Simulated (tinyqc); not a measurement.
Inside a calculation (part 2 of 2). Method: CIS on RHF in the sto-3g basis, frozen core, for H2O, spin multiplicity 1. Computed by tinyqc, a small Python program that keeps every step (integrals from PySCF). Command: `OMP_NUM_THREADS=1 python tinyqc.py 23735 23736 out.jsonl` (the two numbers bound the seeds that draw the settings). One thread of a shared host (Intel(R) Xeon(R) Processor @ 2.60GHz), about 0.09 s of CPU time with the checks.

Geometry (angstrom):
```
atom         x          y         z
O     0.000000   0.000000  0.000000
H     0.000000   0.742000  0.708000
H     0.000000  -0.703000  0.671000
```

## CIS matrix, singlets

orbital energies (hartree): MO1 -20.260032, MO2 -1.261170, MO3 -0.575707, MO4 -0.474830, MO5 -0.396512, MO6 0.574059, MO7 0.673651

Two-electron integrals over orbitals (pq|rs), unique and non-zero (hartree); the lowest 1 orbital is frozen and left out:
```
(22|22) 0.729017    (32|22) -0.007075   (32|32) 0.139645    (33|22) 0.643746
(33|32) 0.002257    (33|33) 0.628659    (42|22) -0.003310   (42|32) -0.001097
(42|33) 0.003746    (42|42) 0.124526    (43|22) -0.006356   (43|32) 0.018790
(43|33) -0.005158   (43|42) 0.010009    (43|43) 0.051745    (44|22) 0.662649
(44|32) 0.009031    (44|33) 0.591240    (44|42) -0.098725   (44|43) -0.009112
(44|44) 0.742522    (52|52) 0.144943    (53|52) 0.005082    (53|53) 0.029045
(54|52) -0.049212   (54|53) -0.003029   (54|54) 0.054774    (55|22) 0.747738
(55|32) 0.004930    (55|33) 0.628300    (55|42) -0.077296   (55|43) -0.011325
(55|44) 0.709470    (55|55) 0.880159    (62|22) -0.134797   (62|32) -0.013771
(62|33) -0.076933   (62|42) -0.022602   (62|43) 0.010156    (62|44) -0.067649
(62|55) -0.145054   (62|62) 0.097668    (63|22) -0.041216   (63|32) 0.026041
(63|33) -0.028288   (63|42) 0.022010    (63|43) 0.029464    (63|44) -0.034016
(63|55) -0.053443   (63|62) 0.027786    (63|63) 0.069749    (64|22) -0.102885
(64|32) 0.020806    (64|33) -0.047671   (64|42) 0.050653    (64|43) 0.010574
(64|44) -0.126737   (64|55) -0.129969   (64|62) 0.052345    (64|63) 0.039281
(64|64) 0.089448    (65|52) -0.051993   (65|53) -0.007944   (65|54) -0.001331
(65|65) 0.035957    (66|22) 0.617161    (66|32) 0.045812    (66|33) 0.573619
(66|42) 0.048211    (66|43) 0.028095    (66|44) 0.562852    (66|55) 0.597063
(66|62) -0.093884   (66|63) 0.015306    (66|64) -0.035352   (66|66) 0.630564
(72|22) -0.045736   (72|32) 0.038933    (72|33) -0.019427   (72|42) -0.000311
(72|43) -0.034973   (72|44) -0.029376   (72|55) -0.049544   (72|62) 0.012712
(72|63) -0.025881   (72|64) 0.020690    (72|66) -0.036004   (72|72) 0.066921
(73|22) 0.131025    (73|32) 0.018816    (73|33) 0.086150    (73|42) -0.080581
(73|43) -0.000324   (73|44) 0.141469    (73|55) 0.182572    (73|62) -0.063886
(73|63) -0.023092   (73|64) -0.081629   (73|66) 0.051485    (73|72) -0.031974
(73|73) 0.151737    (74|22) -0.015863   (74|32) -0.076229   (74|33) -0.011377
(74|42) 0.004651    (74|43) -0.001402   (74|44) -0.027248   (74|55) -0.024090
(74|62) 0.017278    (74|63) -0.035185   (74|64) -0.004942   (74|66) -0.041152
(74|72) -0.009523   (74|73) -0.031213   (74|74) 0.069873    (75|52) -0.017549
(75|53) 0.022066    (75|54) 0.001737    (75|65) 0.004045    (75|75) 0.024798
(76|22) 0.007396    (76|32) -0.075642   (76|33) -0.006274   (76|42) 0.014077
(76|43) -0.042512   (76|44) -0.013785   (76|55) -0.001713   (76|62) -0.012087
(76|63) -0.041457   (76|64) -0.019739   (76|66) -0.039759   (76|72) 0.008079
(76|73) -0.025143   (76|74) 0.045653    (76|76) 0.082024    (77|22) 0.619816
(77|32) -0.052089   (77|33) 0.602344    (77|42) -0.006886   (77|43) -0.029319
(77|44) 0.585390    (77|55) 0.611738    (77|62) -0.064629   (77|63) -0.051687
(77|64) -0.053078   (77|66) 0.540330    (77|72) -0.015650   (77|73) 0.064248
(77|74) 0.025440    (77|76) 0.042230    (77|77) 0.636257
```

A(ia,jb) = (e_a - e_i) d_ij d_ab + 2 (ia|jb) - (ij|ab).

CIS matrix A, singlet (hartree), lower triangle:
```
           2>6        2>7        3>6        3>7       4>6       4>7       5>6       5>7
2>6   1.413404
2>7   0.018027   1.448847
3>6   0.009760   0.023880   0.715646
3>7  -0.052130  -0.011858  -0.039909   0.950489
4>6   0.056479   0.027303   0.050467  -0.120746  0.664932
4>7   0.020480  -0.012159  -0.027858  -0.033108  0.003900  0.702837
5>6   0.000000   0.000000   0.000000   0.000000  0.000000  0.000000  0.445420
5>7   0.000000   0.000000   0.000000   0.000000  0.000000  0.000000  0.009803  0.508021
```

## CIS singlet states

dipole integrals <i|r|a> (bohr):
```
             x          y          z
2>6   0.000000   0.008369   0.117943
2>7   0.000000  -0.111724   0.054790
3>6   0.000000   0.706148   0.193160
3>7   0.000000   0.230902  -0.696859
4>6   0.000000   0.256428   0.611933
4>7   0.000000  -0.657521   0.125596
5>6  -0.062684   0.000000   0.000000
5>7  -0.019123   0.000000   0.000000
```

Diagonalise A (1 hartree = 27.211386 eV); each vector has its largest component positive (the first on a tie). The transition dipole is mu = sqrt2 sum c_ia <i|r|a>.

singlet excitation energies (eV): 12.079714  13.864757  16.532399  18.316525  20.204673  27.066599  38.474474  39.847893

lowest vectors:
```
       state 1   state 2    state 3    state 4    state 5    state 6
2>6   0.000000  0.000000  -0.040835  -0.023925   0.004826   0.163655
2>7   0.000000  0.000000  -0.015944  -0.006224  -0.040861   0.043863
3>6   0.000000  0.000000  -0.323011   0.558566   0.743073  -0.171899
3>7   0.000000  0.000000   0.271386   0.235627   0.157206   0.909452
4>6   0.000000  0.000000   0.905077   0.153741   0.196741  -0.328632
4>7   0.000000  0.000000  -0.030448   0.779895  -0.618651  -0.081500
5>6   0.988507  0.151173   0.000000   0.000000   0.000000   0.000000
5>7  -0.151173  0.988507   0.000000   0.000000   0.000000   0.000000
```

oscillator strengths 2/3 w |mu|^2: 0.002065  0.000547  0.075750  0.016290  1.041341  0.977059

## CIS matrix, triplets

A(ia,jb) = (e_a - e_i) d_ij d_ab - (ij|ab).

CIS matrix A, triplet (hartree), lower triangle:
```
           2>6        2>7        3>6       3>7       4>6       4>7       5>6       5>7
2>6   1.218068
2>7  -0.007396   1.315006
3>6  -0.045812   0.075642   0.576147
3>7   0.075642   0.052089   0.006274  0.647015
4>6  -0.048211  -0.014077  -0.028095  0.042512  0.486036
4>7  -0.014077   0.006886   0.042512  0.029319  0.013785  0.563091
5>6   0.000000   0.000000   0.000000  0.000000  0.000000  0.000000  0.373507
5>7   0.000000   0.000000   0.000000  0.000000  0.000000  0.000000  0.001713  0.458425
```

## CIS triplet states

Diagonalise A (1 hartree = 27.211386 eV); each vector has its largest component positive (the first on a tie).

triplet excitation energies (eV): 10.162711  12.450719  12.475314  14.318721  16.341943  17.970553  33.555485  36.123156

lowest vectors:
```
       state 1    state 2   state 3    state 4    state 5    state 6
2>6   0.000000   0.095500  0.000000   0.030756   0.080615  -0.078744
2>7   0.000000   0.002188  0.000000   0.068660  -0.070753  -0.084631
3>6   0.000000   0.321917  0.000000  -0.531303   0.762800   0.132348
3>7   0.000000  -0.224366  0.000000  -0.293310  -0.261977   0.879789
4>6   0.000000   0.898490  0.000000   0.257018  -0.246235   0.250532
4>7   0.000000  -0.172106  0.000000   0.748310   0.526657   0.363765
5>6   0.999797   0.000000  0.020162   0.000000   0.000000   0.000000
5>7  -0.020162   0.000000  0.999797   0.000000   0.000000   0.000000
```
